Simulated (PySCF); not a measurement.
Molecule: SMILES C(=C)=CC#N, C₄H₃N.

Bonds (- single, = double, # triple, : aromatic): C1=C2 1.302 Å, C2=C3 1.318 Å, C3-C4 1.428 Å, C4#N5 1.160 Å. C1 carries H6, H7; C3 carries H8.

Spin–spin couplings on one PBE0-D3(BJ)/def2-SVP geometry, PySCF, gas phase, non-relativistic, equivalent pairs averaged; isotopes ¹³C, ¹H, ¹⁵N; basis pcJ-1.

**Question.** How do the couplings (Hz) change with the functional? Times are CPU seconds on shared hosts with different chips, so compare them loosely.

**Answer.** 
```
functional  functions  ¹J(C3,H8)  ¹J(C1,H6)  ¹J(C2,C3)  ¹J(C1,C2)  ¹J(C3,C4)  ¹J(C4,N5)  ²J(H6,H7)  core-s
       LDA        165      144.6      141.6       96.3       93.5       75.4       -8.2      -12.0     8.8
       PBE        165      172.6      168.2      110.4      107.6       86.9      -10.4      -15.3      14
       KT2        165      189.1      182.5       97.8       93.9       73.5       -3.4      -21.0      14
     B3LYP        165      189.3      184.3      121.5      118.1      100.9      -19.2      -18.0      11
      PBE0        165      180.9      175.3      119.1      115.5       98.0      -18.1      -20.1      16
     B97-2        165      171.4      167.2      116.3      113.6       95.8      -17.3      -16.3      16
 BHandHLYP        165      208.6      201.6      140.8      136.1      121.1      -32.4      -26.6      18
 CAM-B3LYP        165      187.8      182.1      120.8      117.0      102.2      -21.7      -20.2      23
``` Left out for a near triplet instability: HF/pcJ-1.
